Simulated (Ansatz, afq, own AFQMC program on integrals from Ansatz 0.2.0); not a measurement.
CH₂B, doublet: AFQMC among the cluster methods

```yaml
atoms:
  - { symbol: B, position_ang: [0.0000, 0.0000, 0.8265] }
  - { symbol: C, position_ang: [0.0000, 0.0000, -0.5553] }
  - { symbol: H, position_ang: [0.0000, -0.9252, -1.1237] }
  - { symbol: H, position_ang: [0.0000, 0.9252, -1.1237] }
```

Connectivity, by distances: B–CH2.

Basis cc-pVDZ. Noble-gas cores (and the filled d shells of Ga–Kr and In–Xe) are frozen. AFQMC by an in-house program on the Cholesky factors that Ansatz 0.2.0 writes for its CCSD(T) run. ph-AFQMC/CISD is guided by a CISD state made of CCSD amplitudes; releasing the constraint for a short imaginary time cuts its bias at the price of noise, slowly where states lie close. Free AFQMC starts from the CCSD state and is never constrained. Its projection time is finite, and what remains of the start isn't in its error. Error bars are statistical, one sigma.

Determinant: ROHF, the one that the program's search chose, which needn't be the lowest solution. The geometry is a point of a scan.

No full CI on the walks' own integrals is used here; CCSDT(Q) serves as the reference and is uncertain by about the last step of the cluster series.

Cautions: higher spins were not checked; a spin-contaminated unrestricted determinant lies lower (UHF 159 meV lower, ⟨S²⟩ 0.92).

* T1 diagnostic: 0.0248
* weight of the determinant in the CISD state: 0.888
* size of the correlated space: 9 electrons in 36 orbitals

Reference: CCSDT(Q), correlation energy -6.077 eV. The released energy is read at 2.40 1/Eh (meV from the phaseless value at times in 1/Eh: -11 ± 13 at 0.24, -8 ± 11 at 0.51, -5 ± 11 at 0.99, 3 ± 11 at 1.62, -17 ± 13 at 2.40).

| level | E − E(reference) (meV) | share of correlation (%) |
| --- | --- | --- |
| HF | 6076.7 | 0.00 |
| MP2 | 949.9 | 84.37 |
| CCSD | 254.8 | 95.81 |
| CCSD(T) | 40.2 | 99.34 |
| CCSDT | 13.7 | 99.77 |
| ph-AFQMC/CISD | 32.9 ± 14.9 | 99.46 |
| released AFQMC | 15.5 ± 13.1 | 99.75 |
| free AFQMC | 11.8 ± 23.9 | 99.81 |

Free projections are given only where their last times agree within the noise and don't stop above the reference; a slow remainder of the start can still hide under it. A walk keeps the symmetry of its determinant, which the program's search chose and which needn't be the lowest solution, so a lower state of the same spin and another symmetry isn't excluded. Released energies are given only where the last usable release times agree within the noise; a slower fall can still hide under it.
